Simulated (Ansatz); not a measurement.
cyclo-(PH)3 (P₃H₃), 6 atoms. Hardware: 2 threads of Arm Neoverse V2 on a shared host.

Correlated methods freeze 15 core orbitals.

Question: How many basis functions does each of these Ansatz runs have, and roughly what does it cost? CCSD(T)/def2-TZVPP, charge 0 singlet, energy, from earlier orbitals; PBE-D4/def2-TZVP, charge 0 singlet, energy, from earlier orbitals; PBE0-D4/def2-TZVP, charge 1 doublet, relaxation, 6 steps; MP2/def2-TZVP, charge 0 singlet, energy, from earlier orbitals; PBE0-D4/def2-TZVP, charge 0 singlet, relaxation, 4 steps; PBE-D4/def2-TZVP, charge 0 triplet at the geometry of the charge 0 singlet, energy, from earlier orbitals; PBE0-D4/def2-TZVP, charge 0 singlet, energy, from earlier orbitals; CCSD(T)/def2-TZVPP, charge 1 doublet at the geometry of the charge 0 singlet, energy, from earlier orbitals; B97M-V/def2-TZVP, charge 0 singlet, energy, from earlier orbitals; HF/STO-3G, charge 0 singlet, energy; PBE0-D4/def2-TZVP, charge 0 singlet, frequencies; B3LYP-D4/def2-TZVP, charge 0 singlet, energy, from earlier orbitals.

Answer: Other jobs shared the machine, so times can vary by a factor of up to 3. A dash marks memory too small to be measured apart from the calling script's.

| run | functions | fitting or Cholesky vectors | wall time | peak host memory (GiB) |
| --- | --- | --- | --- | --- |
| HF/STO-3G, charge 0 singlet, energy | 30 | 335 | 0.1 s | – |
| MP2/def2-TZVP, charge 0 singlet, energy, from earlier orbitals | 129 | 806 | 0.95 s | – |
| PBE-D4/def2-TZVP, charge 0 singlet, energy, from earlier orbitals | 129 | 942 | 1.2 s | – |
| B3LYP-D4/def2-TZVP, charge 0 singlet, energy, from earlier orbitals | 129 | 978 | 1.4 s | – |
| PBE0-D4/def2-TZVP, charge 0 singlet, energy, from earlier orbitals | 129 | 978 | 1.6 s | – |
| B97M-V/def2-TZVP, charge 0 singlet, energy, from earlier orbitals | 129 | 942 | 5.5 s | – |
| PBE0-D4/def2-TZVP, charge 0 singlet, relaxation, 4 steps | 129 | 978 | 6 s | – |
| PBE-D4/def2-TZVP, charge 0 triplet at the geometry of the charge 0 singlet, energy, from earlier orbitals | 129 | 942 | 7 s | – |
| PBE0-D4/def2-TZVP, charge 1 doublet, relaxation, 6 steps | 129 | 978 | 14 s | – |
| CCSD(T)/def2-TZVPP, charge 0 singlet, energy, from earlier orbitals | 168 | 978 | 15 s | 1.2 |
| PBE0-D4/def2-TZVP, charge 0 singlet, frequencies | 129 | 978 | 47 s | – |
| CCSD(T)/def2-TZVPP, charge 1 doublet at the geometry of the charge 0 singlet, energy, from earlier orbitals | 168 | 978 | 81 s | 2.8 |
